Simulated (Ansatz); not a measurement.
System: fluorite SrCl₂. Method: r²SCAN0 in Ansatz (PAW).

Settings: plane-wave cutoff 520 eV, 6×6×6 k mesh, Fermi–Dirac smearing 0.01 eV, scalar-relativistic PAW data made under PBE.

The cell has the measured lattice: a = b = c = 6.974 Å, α = β = γ = 90.00°.

Predict the band gap, smallest direct gap on the k points sampled and direct gap at Γ.


band gap: 7.67 eV (on the SCF k mesh)
smallest direct gap on the k points sampled: 7.83 eV
direct gap at Γ: 8.04 eV

Measured, for comparison: band gap 7.5 eV (temperature not stated, no zero-point or thermal correction; as tabulated in Aguado et al. (1999), arXiv:cond-mat/9901145).

Note: cell and atoms aren't relaxed at this level.

Spin–orbit coupling is not included.

The computed numbers hold no vibrational or temperature effects.

Cost on a shared machine: around 2.7 core-minutes (rough).

Ansatz is an electronic-structure program.
